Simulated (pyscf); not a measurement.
Single points on ωB97X-D3(BJ)/def2-SVP structures (PySCF, gas phase).

### Question
Estimate by transition-state theory the rate constant of H₃C–CH₂–SiH₃ + CH₃• -> H₃C–CH₂–SiH₂• + CH₄ (doublet surface; H–Si broken, C–H formed) at 900 K, with ωB97M-D3(BJ)/def2-TZVP energies (ideal gas, 1 atm, RRHO with modes under 100 cm⁻¹ raised to 100, one conformer, R ln 2 for rigid chiral ones; no tunnelling).

### Answer
The electronic barrier is 8.4 kcal/mol and the thermal terms add +26.2, so ΔG‡ = 34.6 kcal/mol. With k_BT/h = 1.88e+13 s⁻¹ and RT = 1.788 kcal/mol, and a volume of 1.23e-19 cm³ per molecule at 1 atm, k = 9.1e-15 cm³ molecule⁻¹ s⁻¹. Wigner's tunnelling factor for 1033i cm⁻¹ would be 1.11. A shift of 1 kcal/mol in the barrier changes k by a factor 1.7. H₃C–CH₂–SiH₃ lies 12.8 kcal/mol over its isomer H₃C–SiH₂–CH₃, and others may lie lower still (electronic energy, ωB97M-D3(BJ)). H₃C–CH₂–SiH₂• lies 11.7 kcal/mol over its isomer H₃C–SiH•–CH₃, and others may lie lower still (electronic energy, ωB97M-D3(BJ)). One saddle was located; it need not be the lowest between these sides. The angle at the transferred H is 174°.
